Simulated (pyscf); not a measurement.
PH₃ + HO–GaH₂ -> HO–GaH–PH₂ + H₂ (four-centre exchange; singlet surface; H–P, Ga–H broken, Ga–P, H–H formed). Optimised with ωB97X-D3(BJ)/def2-SVP in PySCF. Energies in kcal/mol from the separated reactants.

```csv
level,barrier,reaction energy
ωB97X-D3(BJ)/def2-TZVP,31.8,-9.3
r²SCAN/def2-TZVP,28.0,-7.8
B3LYP-D3(BJ)/def2-TZVP,33.2,-6.3
PBE0-D3(BJ)/def2-TZVP,?,?
M06-2X/def2-TZVP,?,-8.2
HF/def2-TZVP,52.6,-0.3
```

**Question.** Some entries are withheld; supply them.

**Answer.** 
- PBE0-D3(BJ)/def2-TZVP, barrier: 28.8
- PBE0-D3(BJ)/def2-TZVP, reaction energy: -7.4
- M06-2X/def2-TZVP, barrier: 33.3

The functionals in the table span 5.3 kcal/mol in this barrier, from r²SCAN to M06-2X. On the reactant side the descent ends in an adduct with a Ga–P contact, 13.2 kcal/mol under the separated species and 45.0 kcal/mol under the saddle at ωB97X-D3(BJ)/def2-TZVP. What is counted as formed (Ga–P) is already present as a longer contact in the reactant adduct; forming that adduct is a step of its own. This is the saddle that the search found; another between the same sides may lie lower. Elements up to Kr have no core potential and no relativistic terms here.
